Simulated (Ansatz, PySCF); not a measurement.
NO, SMILES [N]=O (connectivity only; charge and spin as stated), charge +1, multiplicity 1.

Coordinates come from a PBE-D3(BJ)/def2-TZVPD optimisation.

Two levels are set side by side: PBE/def2-TZVPD (Ansatz, an electronic-structure program) and EOM-CCSD/aug-cc-pVDZ (PySCF). PBE by ΔSCF, the other level by its IP root; same geometry, the bases differ. Differences are taken from unrounded values.

```csv
quantity,EOM-CCSD,PBE,PBE minus EOM-CCSD
vertical ionisation energy (eV),29.12,29.10,-0.02
```

Here PBE gives about what the other level gives.
